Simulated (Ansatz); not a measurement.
# CH2O2S: functionals against CCSD(T) at one geometry

An exercise on one series of results from a longer session: the logs are not shown, and one member is left open.

The runs use Ansatz 0.2.0, Gaussian basis; single points in def2-TZVPP.

Cores are frozen in the correlated methods.

## The starting structure

SMILES `O=COS`, 6 atoms, charge 0, spin multiplicity 1.

Atoms are counted from 1 here; the program's logs count them from 0.

Bond lengths: O1–C2 1.261 Å, C2–O3 1.455 Å, C2–H5 1.036 Å, O3–S4 1.605 Å, S4–H6 1.402 Å. Angles: O1–C2–O3 127.6°, O1–C2–H5 122.7°, O3–C2–H5 109.0°, C2–O3–S4 116.2°, O3–S4–H6 89.3°.

As a file:

```
O     0.8201   -1.5736    0.5160
C     0.9198   -0.3943    0.0818
O    -0.1574    0.5403   -0.2074
S    -1.6463    0.0211    0.0929
H     1.8103   -0.0023   -0.2738
H    -2.1409    1.2814   -0.2708
```

Set-up of the first run:

Input file run/in.yaml:

```yaml
crystal:
  periodic: [false, false, false]
  atoms:
    - {symbol: O, position_ang: [0.820100, -1.573600, 0.516000]}
    - {symbol: C, position_ang: [0.919800, -0.394300, 0.081800]}
    - {symbol: O, position_ang: [-0.157400, 0.540300, -0.207400]}
    - {symbol: S, position_ang: [-1.646300, 0.021100, 0.092900]}
    - {symbol: H, position_ang: [1.810300, -0.002300, -0.273800]}
    - {symbol: H, position_ang: [-2.140900, 1.281400, -0.270800]}
basis:
  gaussian: {orbitals: def2-TZVPP}
correlation: {method: ccsd_t}
output: {forces: true}
```

No record of the launch command was kept for these runs.

Among the steps run: CCSD(T)/def2-TZVPP; PBE0-D4/def2-TZVPP; wB97M-V/def2-TZVPP; r2SCAN-D4/def2-TZVPP; PBE-D4/def2-TZVPP; LC-wPBE/def2-TZVPP; wB97X-V/def2-TZVPP.

One table of the session follows, with a row left open; its other results are not shown here.

```
   method  RMS force component (eV/Å)  angle to CCSD(T) forces (°)  dipole (D)
  CCSD(T)                       2.295                    reference        2.31
  PBE0-D4                       2.447                          6.8        2.51
  wB97M-V                       2.449                          5.2        2.44
r2SCAN-D4                       2.280                          4.1        2.52
   PBE-D4                           ?                            ?           ?
  LC-wPBE                       2.558                          8.0        2.54
  wB97X-V                       2.465                          5.1        2.51
```

Q: Estimate the row for PBE-D4 from the others.

As computed: RMS force component (eV/Å): 2.131; angle to CCSD(T) forces (°): 5.0; dipole (D): 2.43. In the column «RMS force component (eV/Å)» it is the lowest.
